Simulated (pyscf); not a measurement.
5 gas-phase steps of one pattern: substitution at C on the doublet surface, C–C broken and C–Zn formed. Optimised with ωB97X-D3(BJ)/def2-SVP in PySCF. Electronic energies in eV, from the separated reactants; ΔE‡ at ωB97M-D3(BJ)/def2-TZVP, beside the barrier at PBE/def2-TZVP on the same structures. Rows were drawn at random from the steps of this pattern with a verified saddle, stable references and no exit in the data more than 5 kcal/mol lower.

```tsv
row	step	ΔE‡(PBE)	ΔE‡
1	H₃C–CH₃ (SMILES CC) + [H₂N–Zn]• (SMILES [NH2][Zn]) → H₃C–Zn–NH₂ (SMILES [CH3][Zn][NH2]) + CH₃• (SMILES [CH3])	1.80	?
2	H₃C–CH₃ (SMILES CC) + [HO–Zn]• (SMILES [OH][Zn]) → H₃C–Zn–OH (SMILES [CH3][Zn][OH]) + CH₃• (SMILES [CH3])	1.71	2.11
3	H₃C–CH₃ (SMILES CC) + [Cl–Zn]• (SMILES [Cl][Zn]) → H₃C–Zn–Cl (SMILES [CH3][Zn][Cl]) + CH₃• (SMILES [CH3])	1.68	2.09
4	H₃C–CH₃ (SMILES CC) + [H₃C–Zn]• (SMILES [CH3][Zn]) → H₃C–Zn–CH₃ (SMILES [CH3][Zn][CH3]) + CH₃• (SMILES [CH3])	1.88	2.27
5	H₃C–CH₃ (SMILES CC) + [HS–Zn]• (SMILES [SH][Zn]) -> H₃C–Zn–SH (SMILES [CH3][Zn][SH]) + CH₃• (SMILES [CH3])	1.79	2.17
```

Q: From a straight line through the complete rows, estimate the missing barrier and say how far the line can be trusted.

A: Over the 4 complete rows the means are +1.76 (ΔE‡(PBE)) and 2.16 (ΔE‡); least squares gives b = 0.90 and a = 0.57 eV, with residuals of 0.01 eV (root mean square; largest 0.01, row 5). For row 1: 0.57 + 0.90 × (+1.80) = 2.19 eV. The computed barrier is 2.16 eV, 0.03 under the line. The line follows these rows closely. Each barrier is that of the saddle found. The term symbol of open-shell Cl–Zn was not checked; spin-orbit terms are left out. Elements up to Kr have no core potential and no relativistic terms here.
